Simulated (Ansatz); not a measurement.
# AlBH2: the cost of one run

Program: Ansatz 0.2.0, Gaussian basis. Level of theory: def2-QZVPP, core rule «outside noble gas», up to 6 orbitals frozen. These are calculated values, not measurements.

Plan: UHF; ROHF; CCSD(T) on UHF.

2 further runs of the same task are left out: 2 set aside as unsound or not needed.

## Step 1: The geometry

The geometry is a PBE0/def2-TZVP stationary point (not a proven minimum) of the parent state, kept for this charge and spin.

4 atoms, charge 1, spin multiplicity 2.

Atoms are counted from 1 here; the program's logs count them from 0.

Bond lengths: B1–Al2 2.055 Å, B1–H3 1.197 Å, Al2–H4 1.595 Å. Angles: Al2–B1–H3 139.8°, B1–Al2–H4 128.5°.

## Step 2: UHF

Contents of in.yaml:

```yaml
crystal:
  periodic: [false, false, false]
  atoms:
    - {symbol: B, position_ang: [0.000000, -0.236580, 1.427367]}
    - {symbol: Al, position_ang: [0.000000, 0.116336, -0.597031]}
    - {symbol: H, position_ang: [0.000000, 0.366780, 2.461377]}
    - {symbol: H, position_ang: [0.000000, -0.943450, -1.789164]}
basis:
  gaussian: {orbitals: "def2-QZVPP.json"}
total_charge: 1
magnetization: {spin_polarized: true, initial_magnetization: 1}
hamiltonian: {xc: hf}
output: {orbitals: {seedname: orbitals}}
```

On the command line:

```
$ ansatz run in.yaml --threads 1 --pin off --events-out ev --progress --plain --max-ram 2393MiB
```

Q: Estimate wall time and peak memory on 1 thread of Arm Neoverse V2, shared host.

About 11 s, with a peak of 0.35 GiB.
